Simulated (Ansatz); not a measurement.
**doublet [SF3]2+: levels of theory compared**

Wanted: a comparison of 6 runs (UHF/6-311+G**, U-r2SCAN/6-311+G**, U-wB97M-V/6-311+G**, UPBE/6-311+G**, RPA@PBE0/6-311+G**, UCCSD(T)/6-311+G**) of doublet [SF3]2+. 

The results are computed with Ansatz 0.2.0.

2 further runs of the same task are left out: 2 set aside as unsound or not needed.

## Step 1: The molecule

[SF3]2+ has 4 atoms, charge +2, and is taken as a doublet. SMILES of the parent species: `F[S+](F)F`. Geometry: relaxed at PBE0-D4/def2-TZVP. That shape belongs to the parent species and isn't relaxed for this state.

Bond lengths: F1–S2 1.503 Å, S2–F3 1.503 Å, S2–F4 1.503 Å. Angles: F1–S2–F3 99.6°, F1–S2–F4 99.6°, F3–S2–F4 99.6°.

## Step 2: The energy at UHF/6-311+G(d,p) (run 1)

File run.yaml:

```yaml
crystal:
  periodic: [false, false, false]
  atoms:
    - symbol: F
      position_ang: [0.623020, 0.191030, 1.167760]
    - symbol: S
      position_ang: [0.432770, -0.058560, -0.301740]
    - symbol: F
      position_ang: [-0.545420, -1.197460, -0.238600]
    - symbol: F
      position_ang: [-0.510370, 1.064990, -0.627420]
basis:
  gaussian: {orbitals: 6-311+G_st__st_-spherical.json}
total_charge: 2
magnetization: {spin_polarized: true, initial_magnetization: 1}
hamiltonian: {xc: hf}
accuracy: high
output: {orbitals: {seedname: orbitals}}
```

The basis set 6-311+G** is read from a file made from the Basis Set Exchange's data (not shown).

Run with:

```sh
$ ansatz run run.yaml --threads 1 --pin off --max-ram 3480MiB --events-out events.jsonl --progress --plain --runs-dir runs
```

What it wrote:

```text
Warning: RAYON_NUM_THREADS=1 ignored (pool sized by the plan → 1); use --threads N
Functional definition: HF
  name "HF"
  exchange = exact_x
  correlation = 0
1725 factors; integrals over basis functions are off by at most 4.3e-9 eV
mean field evaluation 1: about -18890.6145 eV, gradient 6.2e1 eV
mean field evaluation 2: about -18890.7251 eV, gradient 6.2e1 eV
mean field evaluation 4: about -18902.8784 eV, gradient 3.6e0 eV
mean field evaluation 8: about -18903.0631 eV, gradient 2.5e-1 eV
mean field evaluation 16: about -18903.0650 eV, gradient 2.8e-8 eV
mean field evaluation 32: about -18900.6860 eV, gradient 1.8e0 eV
mean field evaluation 64: about -18903.0584 eV, gradient 6.3e-1 eV
mean field -18903.06496811 eV, -694.6748246203 hartree, gradient 2.4e-8 eV, S^2 0.791432; 0 other end points of the search recorded, 0 dependent functions left out
reference -18903.06496811 eV, -694.6748246203 hartree; 21, 20 occupied and 75, 76 virtual orbitals, 1725 factors
Total energy: -18903.06496811 eV, -694.6748246203 hartree
```

Wall time 1.8 s (1 thread of AMD EPYC 9R45 (Zen 5), shared host); peak memory 0.42 GiB.

## Step 3: A single-point energy at U-r2SCAN/6-311+G(d,p) (run 2)

File in.yaml:

```yaml
crystal:
  periodic: [false, false, false]
  atoms:
    - {symbol: F, position_ang: [0.623020, 0.191030, 1.167760]}
    - {symbol: S, position_ang: [0.432770, -0.058560, -0.301740]}
    - {symbol: F, position_ang: [-0.545420, -1.197460, -0.238600]}
    - {symbol: F, position_ang: [-0.510370, 1.064990, -0.627420]}
basis:
  gaussian:
    orbitals: 6-311+G_st__st_-spherical.json
total_charge: 2
magnetization:
  spin_polarized: true
  initial_magnetization: 1
hamiltonian:
  xc: r2scan
accuracy: high
output: {orbitals: {seedname: orbitals}}
```

The basis set 6-311+G** is read from a file made from the Basis Set Exchange's data (not shown).

Run with:

```sh
$ ansatz run in.yaml --threads 1 --pin off --max-ram 3480MiB --events-out events.jsonl --progress --plain --runs-dir runs
```

What it wrote:

```text
Warning: RAYON_NUM_THREADS=1 ignored (pool sized by the plan → 1); use --threads N
Functional definition: r2SCAN
  name "r2SCAN"
  parameter k0 = 0.174
  parameter k1 = 0.065
  parameter a1 = 4.9479
  exchange = r2scan_x(k0 = k0, k1 = k1, a1 = a1)
  correlation = r2scan_c
1725 factors; integrals over basis functions are off by at most 4.3e-9 eV
mean field evaluation 1: about -18925.9871 eV, gradient 9.3e1 eV
mean field evaluation 2: about -18791.2976 eV, gradient 2.2e2 eV
mean field evaluation 4: about -18950.2681 eV, gradient 1.1e1 eV
mean field evaluation 8: about -18950.6938 eV, gradient 3.1e-1 eV
mean field evaluation 16: about -18950.6945 eV, gradient 5.6e-4 eV
mean field evaluation 32: about -18950.6079 eV, gradient 4.0e0 eV
mean field -18950.69451334 eV, -696.4251781232 hartree, gradient 3.8e-8 eV, S^2 0.755308; 1 other end points of the search recorded, 0 dependent functions left out
reference -18950.69452163 eV, -696.4251784276 hartree; 21, 20 occupied and 75, 76 virtual orbitals, 1725 factors
Total energy: -18950.69452163 eV, -696.4251784276 hartree
```

Run time: 5.7 s. Hardware: 1 thread of AMD EPYC 9R45 (Zen 5), shared host; peak memory 0.39 GiB.

Run 3 isn't shown in full; the table further down has it.

## Step 4: The energy at UPBE/6-311+G(d,p) (run 4)

Changes to run.yaml since step 2:

```diff
@@ -12,6 +12,10 @@
 basis:
-  gaussian: {orbitals: 6-311+G_st__st_-spherical.json}
+  gaussian:
+    orbitals: 6-311+G_st__st_-spherical.json
 total_charge: 2
-magnetization: {spin_polarized: true, initial_magnetization: 1}
-hamiltonian: {xc: hf}
+magnetization:
+  spin_polarized: true
+  initial_magnetization: 1
+hamiltonian:
+  xc: {name: PBE}
 accuracy: high
```

The basis set 6-311+G** is read from a file made from the Basis Set Exchange's data (not shown).

Run with:

```sh
$ ansatz run run.yaml --threads 1 --pin off --max-ram 3480MiB --events-out events.jsonl --progress --plain --runs-dir runs
```

What it wrote:

```text
Warning: RAYON_NUM_THREADS=1 ignored (pool sized by the plan → 1); use --threads N
Functional definition: PBE
  name "PBE"
  parameter kappa = 0.804
  parameter beta = 0.06672455060314922
  exchange = pbe_x(kappa = kappa, mu = beta*pi^2/3)
  correlation = pbe_c(beta = beta)
1725 factors; integrals over basis functions are off by at most 4.3e-9 eV
mean field evaluation 1: about -18915.0255 eV, gradient 1.0e2 eV
mean field evaluation 2: about -18733.4747 eV, gradient 2.5e2 eV
mean field evaluation 4: about -18942.2565 eV, gradient 1.5e1 eV
mean field evaluation 8: about -18943.0524 eV, gradient 3.0e-1 eV
mean field evaluation 16: about -18943.0527 eV, gradient 5.6e-5 eV
mean field evaluation 32: about -18941.4455 eV, gradient 3.9e0 eV
mean field -18943.05274527 eV, -696.1443483264 hartree, gradient 4.5e-8 eV, S^2 0.752153; 3 other end points of the search recorded, 0 dependent functions left out
reference -18943.05275160 eV, -696.1443485590 hartree; 21, 20 occupied and 75, 76 virtual orbitals, 1725 factors
Total energy: -18943.05275160 eV, -696.1443485590 hartree
```

It took 3.3 s on 1 thread of AMD EPYC 9R45 (Zen 5), shared host; peak memory 0.28 GiB.

Run 5 isn't shown in full; the table further down has it.

## Step 5: The energy at UCCSD(T)/6-311+G(d,p) (run 6)

File input.yaml:

```yaml
crystal:
  periodic: [false, false, false]
  atoms:
    - {symbol: F, position_ang: [0.623020, 0.191030, 1.167760]}
    - {symbol: S, position_ang: [0.432770, -0.058560, -0.301740]}
    - {symbol: F, position_ang: [-0.545420, -1.197460, -0.238600]}
    - {symbol: F, position_ang: [-0.510370, 1.064990, -0.627420]}
basis:
  gaussian:
    orbitals: 6-311+G_st__st_-spherical.json
scf:
  omitted_lower_state_checks: [cluster_reference, increment]
correlation:
  method: ccsd_t
  frozen_orbitals: {F: 1, S: 5}
magnetization:
  spin_polarized: true
  initial_magnetization: 1
total_charge: 2
accuracy: high
```

The basis set 6-311+G** is read from a file made from the Basis Set Exchange's data (not shown).

Run with:

```sh
$ ansatz run input.yaml --threads 1 --pin off --max-ram 3480MiB --events-out events.jsonl --progress --plain --runs-dir runs
```

What it wrote:

```text
Warning: RAYON_NUM_THREADS=1 ignored (pool sized by the plan → 1); use --threads N
[... 13 lines left out ...]
8 core orbitals not correlated: weight in the atoms' cores, before any rotation towards them, 1.000 or more for the frozen orbitals, at most 0.000 for the correlated occupied ones
[... 28 lines left out ...]
Total energy: -18924.47548192 eV, -695.4616464904 hartree
Checks for a lower state left out: cluster_reference, increment
```

Wall time 31 s (1 thread of AMD EPYC 9R45 (Zen 5), shared host); peak memory 1.2 GiB.

## Step 6: Overview of the runs

```tsv
run	level	frozen core orbitals	energy (Eh)	HOMO energy (eV)	LUMO energy (eV)	⟨S²⟩	wall time
1	UHF/6-311+G**	–	-694.674825	-34.75	-21.05	0.791	1.8 s
2	U-r2SCAN/6-311+G**	–	-696.425178	-28.05	-26.15	0.755	5.7 s
3	U-wB97M-V/6-311+G**	–	-696.469499	-31.62	-23.20	0.758	22 s
4	UPBE/6-311+G**	–	-696.144349	-27.46	-26.18	0.752	3.3 s
5	RPA@PBE0/6-311+G**	8	-695.671534	–	–	0.758	7.2 s
6	UCCSD(T)/6-311+G**	8	-695.461646	–	–	0.791	31 s
```

## Step 7: What came out

| quantity | value |
| --- | --- |
| run 6: total energy | -695.46165 Eh |
| run 6: correlation energy (8 core orbitals frozen) | -786.8 mEh |
| run 6: (T) correction | -28.69 mEh |
| run 6: ⟨S²⟩ of the reference determinant | 0.791 |
| run 6: T1 diagnostic | 0.026 |

**Reading.** Totals of different functionals can't be ranked against each other. All runs together took 71 s, the longest 31 s.
